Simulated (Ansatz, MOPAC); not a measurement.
Species: H3S, net charge 1, singlet state. SMILES: [SH3+]

Atoms: S1, H2, H3, H4. Bonds: S1-H2, S1-H3, S1-H4.

Bond lengths (Å) and angles (degrees) optimised at PM3 with MOPAC; PM6 with MOPAC; PM7 with MOPAC; MNDO with MOPAC; HF/STO-3G with Ansatz (an electronic-structure program); B3LYP/6-31G* with Ansatz, each started from the B3LYP-D3(BJ)/def2-TZVP structure (Ansatz) of the last column. A row stands for all coordinates that are equal there. 6-31G* holds six Cartesian d functions. No wavenumbers were computed at MNDO, HF/STO-3G, so these may be saddle points.

```
coordinate    PM3    PM6    PM7   MNDO  HF/STO-3G  B3LYP/6-31G*  B3LYP-D3(BJ)/def2-TZVP
----------  -----  -----  -----  -----  ---------  ------------  ----------------------
S1-H2       1.259  1.345  1.340  1.320      1.354         1.358                   1.358
H2-S1-H3     96.9   98.1   98.6   98.8       96.6          95.1                    94.3
```

Mean signed difference of all 3 bond lengths from B3LYP-D3(BJ)/def2-TZVP: PM3 -0.099 Å, PM6 -0.013 Å, PM7 -0.018 Å, MNDO -0.038 Å, HF/STO-3G -0.004 Å, B3LYP/6-31G* 0.000 Å.
